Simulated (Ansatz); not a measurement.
Species: C3H4, SMILES `C1C=C1` (charge 0, multiplicity 1), formula C$_{3}$H$_{4}$.

Q: How many basis functions does frozen-core CCSD(T)/cc-pVQZ // r2SCAN-D4/def2-TZVP (Ansatz, an electronic-structure program) use, how many core orbitals are frozen, and how many electrons are correlated?

A: 285 basis functions and 3 frozen orbitals, which leaves 16 correlated electrons. Core time is of the order of minutes.
